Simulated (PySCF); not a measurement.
Li₂⁻: one state, many levels of theory

State: doublet, unpaired electrons σ ↑. Set-up: PySCF, no relativity, basis sets Li aug-pcseg-1. De refers to Li + Li⁻ in their ground configurations, without counterpoise correction. The functionals are run spin-unrestricted. Levels whose curve was spin-contaminated or gave no clean fit are not listed.

```
       Level  Re (Å)  ωe (cm⁻¹)  De (eV)
    ROHF-MP2   3.173        205      n/a
ROHF-SCS-MP2   3.199        198      n/a
   ROHF-CCSD   3.151        201     0.66
ROHF-CCSD(T)   3.145        203     0.69
         PBE   3.065        223     0.88
        PW91   3.067        223     0.90
        BLYP   3.030        221     0.76
```

Problem. Which functional lies closest to ROHF-CCSD(T) in De, which farthest, and by how much do they differ from it?

Solution. Closest is BLYP (-11.5 pm in Re, +8.9 % in ωe, +0.07 eV in De against ROHF-CCSD(T) in the same basis), farthest PW91 (-7.8 pm in Re, +9.9 % in ωe, +0.21 eV in De). CCSD(T) converges more slowly with the basis than the functionals do and binds too weakly in this one, so the order can change at the basis-set limit.

Problem. What does the triples do here, going from ROHF-CCSD to ROHF-CCSD(T)?

Solution. ROHF-CCSD(T) less ROHF-CCSD: -0.6 pm in Re, +1.0 % in ωe, +0.03 eV in De. Correlation nearly always deepens the well. The bond shortens, as in weak, metallic or heavy-atom bonds, where dispersion and the correlation of outer-core electrons pull the atoms together.

Correlated steps freeze no core orbitals. Correlated levels converge slowly with the basis: in double zeta they bind strong bonds too weakly, by up to about 1 eV, and carry superposition errors of some tenths. The highest Kohn–Sham level is positive in this anion. Much of that is self-interaction error, but it also means that the finite basis helps to hold the extra electron. The CCSD T1 diagnostic is raised, a sign that a single reference may not be enough here. The state was picked by a PBE0 search and need not be the measured ground state.
